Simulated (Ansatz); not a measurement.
One change: `ClC1C=CC1` becomes `FC1=CCC1Cl`.

Ansatz, PBE0-D4/def2-TZVP geometries, multiplicity 1. 

```csv
property,`ClC1C=CC1`
zero-point energy (PBE0-D4/def2-TZVP) / kJ/mol,204.8
HOMO–LUMO gap (ωB97M-V/def2-TZVPP) / eV,11.79
HOMO–LUMO gap (B3LYP/def2-TZVPP) / eV,6.96
HOMO energy (B3LYP/def2-TZVPP) / eV,-7.45
LUMO energy (PBE/def2-TZVPP) / eV,-1.30
LUMO energy (B3LYP/def2-TZVPP) / eV,-0.49
```

(1) Give the same properties after the change, and the shifts. (Estimate.)

Answers

(1) Computed: 
```tsv
property	`FC1=CCC1Cl`	shift
zero-point energy (PBE0-D4/def2-TZVP) / kJ/mol	185.8	-19.0
HOMO–LUMO gap (ωB97M-V/def2-TZVPP) / eV	11.77	-0.02
HOMO–LUMO gap (B3LYP/def2-TZVPP) / eV	6.93	-0.03
HOMO energy (B3LYP/def2-TZVPP) / eV	-7.39	0.06
LUMO energy (PBE/def2-TZVPP) / eV	-1.25	0.05
LUMO energy (B3LYP/def2-TZVPP) / eV	-0.46	0.03
```

B3LYP here is the variant with VWN-RPA as its local correlation; programs differ in this.
